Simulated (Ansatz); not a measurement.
A series at Al: from `[AlH3]`, ligands are replaced one by one, each step taking up HCl and setting free H₂; n counts the steps. Ansatz, PBE0-D4/def2-TZVP geometries.

CBS adds triple-zeta CCSD(T) − MP2 to the MP2 limit, frozen cores; atoms without spin–orbit coupling. 

```tsv
n	molecule	atomization energy, CCSD(T)/CBS (kJ/mol)
0	`[AlH3]`	898.6
1	`[AlH2][Cl]`	1042.1
2	`[Cl][AlH][Cl]`	1178.9
3	`[Cl][Al]([Cl])[Cl]`	?
```

Task: By hand: fit a straight line y = ȳ + b (n − n̄) to the 3 given rows and predict n = 3.

Result: n̄ = 1.000, ȳ = 1039.87; Σ(n − n̄)(y − ȳ) = 280.30, Σ(n − n̄)² = 2.000, so b = 140.15 kJ/mol a step. Prediction: 1039.87 + (140.15) × (2.000) = 1320.2 kJ/mol.

Task: By hand: compare with the computed value, 1303.5 kJ/mol, and give the steps along the whole series.

Result: The line misses by -16.7 kJ/mol (computed minus predicted). Steps: 143.5, 136.8, 124.6 kJ/mol.

The steps differ by up to 18.9 kJ/mol, small against a whole step but well beyond the method's doubt, so the ligands' effects don't simply add. The miss is 4.1 % of the series' range. The energies themselves are unsure by some kJ/mol a bond, though much of that is common to the series.
